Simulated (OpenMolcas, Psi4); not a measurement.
## How methods differ on C4H8 (SMILES C=C(C)C)

C4H8: 12 atoms, total charge 0, spin state singlet. As SMILES, `C=C(C)C`. The coordinates come from a PBE0-D4/def2-TZVP relaxation.

Each level gives the dipole moment (D). The values are calculated.

**The experiment to reproduce.** NIST CCCBDB gives the dipole moment of the gas as 0.50 D.

| level | kind | program | value (D) | computed − measured | CPU time |
| --- | --- | --- | --- | --- | --- |
| HF/6-31G* (spherical functions) | Hartree–Fock | OpenMolcas | 0.46 | -0.04 | 5.3 s |
| BLYP/6-31G* (spherical functions) | GGA | Psi4 | 0.53 | +0.03 | 13 s |
| revPBE/6-31G* (spherical functions) | GGA | OpenMolcas | 0.54 | +0.04 | 44 s |
| M06-L/6-31G* (spherical functions) | meta-GGA | OpenMolcas | 0.57 | +0.07 | 58 s |
| TPSS/6-31G* (spherical functions) | meta-GGA | Psi4 | 0.50 | 0.00 | 38 s |
| M06-2X/6-31G* (spherical functions) | hybrid meta-GGA | OpenMolcas | 0.49 | -0.01 | 52 s |
| PBE0/6-31G* (spherical functions) | global hybrid | OpenMolcas | 0.53 | +0.03 | 43 s |
| B3LYP/6-31G* (Cartesian functions) | global hybrid | OpenMolcas | 0.52 | +0.02 | 45 s |

Nearest: TPSS/6-31G* (spherical functions) (0.00 D); farthest: M06-L/6-31G* (spherical functions) (+0.07 D). The measured dipole is a vibrational average, so differences of a few hundredths of a debye mean little. Computed less measured by kind, in D (6-31G* rows): Hartree–Fock -0.04; GGA +0.03 to +0.04; meta-GGA +0.00 to +0.07; global hybrid -0.01 to +0.03. Magnitudes only: a small dipole may point the other way at some levels. Times are those of the runs behind each value, whatever else they computed, on shared processors of several kinds: orders of magnitude only.
